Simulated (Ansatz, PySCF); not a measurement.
Species: BeH, charge 1, multiplicity 1. 
Geometry from a B3LYP-D3(BJ)/def2-TZVP (Ansatz, an electronic-structure program) optimisation:
SMILES: [BeH+]
```xyz
2

Be     0.0000     0.0000    -0.2644
H      0.0000     0.0000     1.0577
```
Charge +1, spin multiplicity 1.

Total electronic energies in hartree. Correlated levels leave the core frozen unless marked. Spin-orbit coupling is left out. Non-relativistic. Basis-set limits of correlation are two-point, X^-3; Hartree-Fock from the larger set. The bracket is a focal-point correction in the basis named.

```tsv
level	program	energy (Eh)
HF/def2-QZVPP	Ansatz	-14.85380
RI-HF/def2-TZVPP	Ansatz	-14.85187
BP86/def2-TZVPD	PySCF	-14.93875
HSE06-D4/def2-TZVPD	Ansatz + dftd4	-14.91316
HSE06/def2-TZVPD	Ansatz	-14.91302
SCS-MP2/def2-QZVPPD	Ansatz	-14.89075
CCSD/def2-TZVPP	Ansatz	-14.88876
RI-MP2/CBS(def2-TZVPP,def2-QZVPP)+[CCSD(T)-MP2]/def2-TZVPP	Ansatz	-14.8957
CCSD(T)/CBS(def2-TZVPPD,def2-QZVPPD)	Ansatz	-14.8947
```

Totals of different functionals don't rank their quality; only differences between species are comparable.
